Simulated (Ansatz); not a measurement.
Relaxed structures of CH$_{6}$NSi (charge +1), singlet (PBE0-D4/def2-TZVP; forces vanish, vibrations not checked; lower isomers may exist, and structures with a doubtful reference or unclear bonds are left out; Å). Program: Ansatz 0.2.0. Basis: def2-TZVPP. Cores are frozen in the correlated methods.

(1) Rank them by CCSD(T) energy, lowest first, and give each one's height above the lowest. Links in brackets join atoms within 1.22 times the sum of their covalent radii (1.1 for two metals). (Judge from chemistry; the value comes from the calculation.)
A.
CH₆NSi ([CH3][NH][SiH2]), total charge +1
```
9
angstrom
C -0.3631 0.3775 -1.1320
N 0.1624 0.4552 0.2335
Si 0.3647 -0.7643 1.3070
H -0.6225 -0.6523 -1.3747
H -1.2548 0.9993 -1.2174
H 0.3918 0.7302 -1.8355
H 0.4235 1.3950 0.5156
H -0.0171 -2.1154 0.8788
H 0.9151 -0.4251 2.6248
```
B.
CH₆NSi ([CH2][NH][SiH3]), total charge +1
```
9
angstrom
C -0.0784 0.2002 -0.9559
N 0.2172 0.3891 0.2667
Si 0.4227 -0.9156 1.5697
H -0.2361 -0.8118 -1.3206
H -0.5947 -0.5572 2.5731
H -0.1758 1.0376 -1.6426
H 0.3518 1.3614 0.5439
H 0.1564 -2.1479 0.8070
H 1.8147 -0.7335 2.0165
```
C.
CH₆NSi ([NH3][CH][SiH2]), total charge +1
```
9
angstrom
C 0.1707 0.4998 0.2362
N -0.3601 0.3921 -1.1309
Si 0.3721 -0.7933 1.3382
H -0.6083 -0.5692 -1.3722
H -1.2050 0.9586 -1.2567
H 0.3202 0.7086 -1.8292
H 0.4315 1.5214 0.4842
H -0.0028 -2.1623 0.9380
H 0.9186 -0.5117 2.6712
```

The T1 diagnostic stays at or below 0.016.

## Answers

(1) By the calculation: B (0.00 kcal/mol), A (5.24 kcal/mol), C (31.20 kcal/mol). Heights count from the lowest.

For scale, one of the runs: CCSD(T)/def2-TZVPP, 188 basis functions, launched by `ansatz run in.yaml --threads 2 --pin off --events-out ev --progress --plain --max-ram 4352MiB`. The run took 31 s on 2 CPU threads of an Arm Neoverse V1 (shared host), with 1.9 GiB of host memory at its peak.
